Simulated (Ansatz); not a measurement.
```yaml
crystal:
  periodic: [false, false, false]
  atoms:
    - {symbol: C, position_ang: [-0.826049, -1.731618, 0.923249]}
    - {symbol: C, position_ang: [-0.025133, -0.816492, 0.599363]}
    - {symbol: C, position_ang: [1.169811, -0.544137, 1.044986]}
    - {symbol: C, position_ang: [-0.723432, 0.265364, -0.508232]}
    - {symbol: C, position_ang: [0.226006, 0.129339, -1.831422]}
    - {symbol: C, position_ang: [-0.704876, 1.619809, 0.050116]}
    - {symbol: H, position_ang: [-1.852066, -1.879811, 0.369031]}
    - {symbol: H, position_ang: [-0.523642, -2.503612, 1.660377]}
    - {symbol: H, position_ang: [1.357100, 0.535246, 1.678331]}
    - {symbol: H, position_ang: [2.073072, -0.506553, 0.404090]}
    - {symbol: H, position_ang: [1.494519, -1.408236, 1.948597]}
    - {symbol: H, position_ang: [-1.565424, -0.111097, -0.619760]}
    - {symbol: H, position_ang: [0.067130, 0.741792, -2.448992]}
    - {symbol: H, position_ang: [0.399171, -0.768596, -2.200986]}
    - {symbol: H, position_ang: [1.395124, 0.720241, -1.550872]}
    - {symbol: H, position_ang: [-1.438692, 1.612749, 0.962458]}
    - {symbol: H, position_ang: [0.287957, 1.978431, 0.368641]}
    - {symbol: H, position_ang: [-1.197509, 2.420968, -0.721126]}
basis:
  gaussian: {orbitals: x2c-TZVPPall, final_grid: {core_spheres: 1, valence_spheres: 1, degree: 1}}
hamiltonian: {xc: {name: r2SCAN}}
scf: {lower_state_search: off}
output: {forces: true}
```

```sh
$ ansatz run in.yaml --threads 2 --pin off --events-out ev --progress --plain --max-ram 32768MiB --backend cuda --devices 0, --max-vram 18GiB
```

Shortened log:

```
Functional definition: r2SCAN
1788 factors; their error is unknown
mean field evaluation 1: about -6390.2829 eV, gradient 9.6e1 eV
mean field evaluation 2: about -6356.4321 eV, gradient 1.4e2 eV
mean field evaluation 4: about -6412.4107 eV, gradient 1.6e1 eV
mean field evaluation 8: about -6355.1608 eV, gradient 4.2e2 eV
mean field evaluation 16: about -7092.0884 eV, gradient 5.9e1 eV
a density is far from that of the atoms, so the factors are made again for it
3922 factors; integrals over basis functions are off by at most 1.4e-4 eV
mean field evaluation 32: about -6210.1617 eV, gradient 1.5e2 eV
mean field -7193.46037405 eV, -264.3547928437 hartree, gradient 3.7e-6 eV, S^2 0.000000; 0 other end points of the search recorded, 0 dependent functions left out
reference -7193.46039999 eV, -264.3547937970 hartree; 24, 24 occupied and 330, 330 virtual orbitals, 3922 factors
Total energy: -7193.46039999 eV, -264.3547937970 hartree
Relativity: scalar
Atom 0 at    -0.826049    -1.731618     0.923249 Å, force   301.694879   413.383928  -100.539133 eV/Å
Atom 1 at    -0.025133    -0.816492     0.599363 Å, force  -280.107863  -307.866236   143.959738 eV/Å
Atom 2 at     1.169811    -0.544137     1.044986 Å, force   299.860589    75.005009   -61.563784 eV/Å
Atom 3 at    -0.723432     0.265364    -0.508232 Å, force   -45.825940  -415.759222  -358.875719 eV/Å
Atom 4 at     0.226006     0.129339    -1.831422 Å, force   152.744399   -82.972817    63.835141 eV/Å
Atom 5 at    -0.704876     1.619809     0.050116 Å, force  -200.751167   229.834222   237.169540 eV/Å
Atom 6 at    -1.852066    -1.879811     0.369031 Å, force   -29.707790    45.731701   -13.171719 eV/Å
Atom 7 at    -0.523642    -2.503612     1.660377 Å, force   -47.772031    19.738796   -12.940661 eV/Å
Atom 8 at     1.357100     0.535246     1.678331 Å, force   -35.601110   -36.057960   -61.753939 eV/Å
Atom 9 at     2.073072    -0.506553     0.404090 Å, force   -44.761392   -22.325406   -24.564804 eV/Å
Atom 10 at     1.494519    -1.408236     1.948597 Å, force   -35.675616   -12.134401   -14.495146 eV/Å
Atom 11 at    -1.565424    -0.111097    -0.619760 Å, force    33.624348    40.719920   -33.309824 eV/Å
Atom 12 at     0.067130     0.741792    -2.448992 Å, force   -50.453503     2.318504    45.916988 eV/Å
Atom 13 at     0.399171    -0.768596    -2.200986 Å, force   -64.500874    29.919178    48.351451 eV/Å
Atom 14 at     1.395124     0.720241    -1.550872 Å, force   -50.501201   -19.445289   121.700405 eV/Å
Atom 15 at    -1.438692     1.612749     0.962458 Å, force    34.139194   -11.128899    15.533667 eV/Å
Atom 16 at     0.287957     1.978431     0.368641 Å, force     3.350457    62.383049    18.960977 eV/Å
Atom 17 at    -1.197509     2.420968    -0.721126 Å, force    60.244623   -11.344077   -14.213175 eV/Å
Dipole moment:     2.356524     0.469135     2.682420 e Å
Checks for a lower state left out: stability, starts, cluster_reference, orbital_swaps, neighbouring_geometries, increment
```

In this input the integration grid is far too coarse. The calculation finished and met its thresholds. The result belongs to that input, not to the molecule as meant.
